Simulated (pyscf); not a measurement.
Four-centre exchange: boron trifluoride (F–B(F)–F) + borane (BH₃) -> hydrogen fluoride (HF) + H₂B–B(F)–F

Gas phase, singlet surface, charge 0. Bonds broken: F1–B2, B5–H6. Bonds formed: F1–H6, B2–B5. Single points on ωB97X-D3(BJ)/def2-SVP structures (PySCF, gas phase). MP2 and CC: frozen core, UHF for open shells. ΔMP2 is the change of the MP2 total energy from the triple- to the quadruple-zeta basis.

Transition state (Å):

```xyz
8

F      0.5280     1.3837     0.9095
B      0.3816     0.3016    -0.3140
F      1.5847    -0.2684    -0.4911
F     -0.1970     0.9374    -1.3457
B     -0.7854    -0.8469     0.4991
H     -0.1511     0.4802     1.0519
H     -0.9853    -1.7098    -0.3133
H     -1.3496    -0.9364     1.5632
```

One imaginary mode, 1208i cm⁻¹; descent along it reached the two sides named.

```
bond   change  reactant side (Å)  saddle  product side
-----  ------  -----------------  ------  ------------
F1–B2  breaks              1.318   1.640         2.432
B5–H6  breaks              1.208   1.571           2.9
F1–H6   forms                2.6   1.139         0.926
B2–B5   forms                3.2   1.828         1.707
```

Electronic energies relative to the separated reactants (kcal/mol):

| level | barrier | reaction energy | reverse barrier |
|---|---|---|---|
| ωB97X-D3(BJ)/def2-TZVP | 59.3 | +36.6 | 22.6 |
| PBE/def2-TZVP | 49.9 | +34.8 | 15.1 |
| r²SCAN/def2-TZVP | 54.6 | +38.7 | 15.9 |
| B3LYP-D3(BJ)/def2-TZVP | 60.5 | +38.0 | 22.5 |
| PBE0-D3(BJ)/def2-TZVP | 54.9 | +36.1 | 18.8 |
| M06-2X/def2-TZVP | 62.5 | +40.3 | 22.2 |
| ωB97M-D3(BJ)/def2-TZVP | 60.4 | +38.4 | 22.0 |
| HF/def2-TZVP | 86.3 | +43.8 | 42.5 |
| MP2/def2-QZVPP | 61.9 | +37.0 | 24.8 |
| CCSD/def2-TZVPP | 66.3 | +37.8 | 28.5 |
| CCSD(T)/def2-TZVPP | 62.8 | +37.2 | 25.6 |
| CCSD(T)/def2-TZVPP + ΔMP2(QZVPP) | 62.5 | +36.4 | 26.1 |

With CCSD(T)/def2-TZVPP + ΔMP2(QZVPP) energies and thermal terms (ideal gas, 1 atm, RRHO with modes under 100 cm⁻¹ raised to 100, one conformer, R ln 2 for rigid chiral ones), in kcal/mol:

```
T (K)   ΔH‡   ΔG‡     ΔH     ΔG
-----  ----  ----  -----  -----
298    61.5  70.8  +36.9  +35.9
600    62.2  80.0  +37.7  +34.6
900    63.0  88.8  +38.3  +32.9
1200   63.8  97.3  +38.7  +31.0
```

At the saddle there is also a short B–H contact that neither side keeps. One saddle was located; it need not be the lowest between these sides. The CCSD(T) − MP2 part came from Ansatz, without density fitting, on the same reference.
